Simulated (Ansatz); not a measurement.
Predict the output of the script below (Ansatz 0.2.0 through its Python package).

The script, `run_dimer.py`:
```python
"""Interaction energy of two CS molecules, with the counterpoise correction."""

import ansatz
import numpy as np

FIRST = [
    ("C", (0.0, 0.0, -0.8475)),
    ("S", (0.0, 0.0, 0.8475)),
]
SECOND = [
    ("C", (-2.4006, 2.9773, 0.3705)),
    ("S", (-2.561, 1.3143, 0.6564)),
]

def energy(atoms, ghosts=()):
    molecule = ansatz.Crystal.molecule()
    for symbol, xyz in atoms:
        molecule = molecule.atom(symbol, xyz)
    calc = (
        molecule.calculation()
        .basis(gaussian="cc-pVDZ")
        .functional("hf")
    )
    deck = calc.input()
    if ghosts:
        deck = deck.set(ansatz.key.basis.gaussian.ghost_atoms, [{"symbol": s, "position_ang": list(xyz)} for s, xyz in ghosts])
    return ansatz.Session.from_dict(deck).plan().execute().report["free_energy_ev"]

# monomers in their own basis and in the basis of the dimer
direction = np.array([-0.7472, 0.6463, 0.1546])
print("shift (A)   counterpoise-corrected interaction (kcal/mol)")
for shift in (-0.3, 0.0, 0.4, 1.0, 2.0):
    moved = [(s, tuple(np.round(np.array(xyz) + shift * direction, 4))) for s, xyz in SECOND]
    gain = energy(FIRST + moved) - energy(FIRST, moved) - energy(moved, FIRST)
    print(f"{shift:8.2f} {23.060548 * gain:14.3f}")
```

```console
$ python run_dimer.py
shift (A)   counterpoise-corrected interaction (kcal/mol)
   -0.30         32.400
    0.00         15.475
    0.40          5.266
    1.00          0.958
    2.00          0.053
```

Reading the output:
- The dimer is a generated trial pose of unrelaxed monomers, not a minimum, so the figure is no binding energy, and the basis set is small.
- Hartree-Fock leaves correlation out, so bond, atomisation and ionisation energies come out well too low.
- This level lacks the dispersion part of the attraction (electrostatics and induction are there), which can decide the sign where the interaction is weak.
- The spin state was assumed, and another may lie lower.
- Timing: 11 s on 1 thread of Arm Neoverse N1, with other jobs on the host, peak memory 0.18 GiB.
